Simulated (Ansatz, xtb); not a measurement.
## A geometry optimisation of CH5AlSi+ with r2SCAN-D4/def2-SVP

The starting geometry of this gas-phase doublet has its atoms placed at random.

```xyz
8

C    -1.2885    1.8027    0.7479
Al    0.1233   -0.9858    0.8752
Si    0.1564    1.8823   -0.2440
H    -1.4402   -0.2417    0.6788
H    -0.1760   -0.2371    2.3712
H     0.3032   -0.4586   -0.5283
H    -1.6042    0.6541    1.6985
H     1.2931   -0.0664    1.4598
```

**Question.** One run relaxed it with r2SCAN-D4/def2-SVP. What is a likely outcome?

**Answer.** It ends as a structure given below by its coordinates. Distances that change by over a tenth: Al2–H6 (1.51 → 2.00 Å), Al2–H8 (1.60 → 2.00 Å). Contacts that open: Al2–H4 (1.74 → 2.69 Å). Contacts that close: C1–Al2 (3.13 → 2.01 Å), C1–H4 (2.05 → 1.10 Å), C1–H7 (1.52 → 1.10 Å), Al2–Si3 (3.08 → 2.37 Å), Si3–H6 (2.36 → 1.58 Å), Si3–H8 (2.83 → 1.58 Å).

The energy falls by 9.93 eV over 19 steps:

| step | E − E(last) (eV) |
| --- | --- |
| 1 | 9.926 |
| 3 | 7.436 |
| 5 | 5.016 |
| 7 | 2.898 |
| 9 | 1.710 |
| 11 | 0.967 |
| 13 | 0.289 |
| 15 | 0.020 |
| 17 | 0.003 |
| 19 | 0.000 |

Final geometry (Å):

```json
{"atom": "C", "x (Å)": "-1.2742", "y (Å)": "0.8990", "z (Å)": "0.8274"}
{"atom": "Al", "x (Å)": "-0.0693", "y (Å)": "-0.5685", "z (Å)": "1.4934"}
{"atom": "Si", "x (Å)": "0.3353", "y (Å)": "1.1006", "z (Å)": "-0.1346"}
{"atom": "H", "x (Å)": "-2.1660", "y (Å)": "0.5833", "z (Å)": "0.2627"}
{"atom": "H", "x (Å)": "0.3456", "y (Å)": "-1.8017", "z (Å)": "2.3464"}
{"atom": "H", "x (Å)": "0.4837", "y (Å)": "-0.4411", "z (Å)": "-0.4211"}
{"atom": "H", "x (Å)": "-1.5340", "y (Å)": "1.6874", "z (Å)": "1.5519"}
{"atom": "H", "x (Å)": "1.2460", "y (Å)": "0.8903", "z (Å)": "1.1332"}
```

From the same start GFN2-xTB ends elsewhere, differing in Al2–Si3 (2.84 against 2.37 Å here), Al2–H6 (1.56 against 2.00 Å here), Si3–H6 (2.66 against 1.58 Å here).

From so rough a start the end depends on the optimiser's path, so another program may land elsewhere. The end wasn't checked by frequencies. Open shells are spin-unrestricted. Run with Ansatz 0.2.0, 2.9 min on 1 thread of Intel(R) Xeon(R) Platinum 8259CL CPU @ 2.50GHz (Skylake/Cascade Lake) (shared host).
